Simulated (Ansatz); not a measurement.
One change: `C[SiH](C)C` becomes `C[Si](C)(C)C`.

Ansatz, PBE0-D4/def2-TZVP geometries, multiplicity 1. 

| property | `C[SiH](C)C` |
| --- | --- |
| LUMO energy (B3LYP/def2-TZVPP) / eV | 0.77 |
| HOMO energy (ωB97M-V/def2-TZVPP) / eV | -10.80 |
| LUMO energy (PBE0/def2-TZVPP) / eV | 1.11 |
| size of the dipole moment (PBE/def2-TZVPP) / D | 0.61 |
| HOMO–LUMO gap (PBE0/def2-TZVPP) / eV | 9.64 |
| LUMO energy (PBE/def2-TZVPP) / eV | 0.34 |

Task: What does the change do to each property? (An estimate is asked.)

Result: Ansatz gave: 
```
                                      property  `C[Si](C)(C)C`  shift
           LUMO energy (B3LYP/def2-TZVPP) / eV            0.55  -0.22
         HOMO energy (ωB97M-V/def2-TZVPP) / eV          -10.57   0.23
            LUMO energy (PBE0/def2-TZVPP) / eV            0.88  -0.23
size of the dipole moment (PBE/def2-TZVPP) / D            0.00  -0.61
          HOMO–LUMO gap (PBE0/def2-TZVPP) / eV            9.19  -0.45
             LUMO energy (PBE/def2-TZVPP) / eV            0.13  -0.21
```

With PBE0 the HOMO rises by 0.23 eV and the LUMO falls by 0.23 eV, so the gap narrows by about 0.46 eV. PBE moves the HOMO by 0.23 eV and ωB97M-V by 0.23 eV.

B3LYP here is the variant with VWN-RPA as its local correlation; programs differ in this.
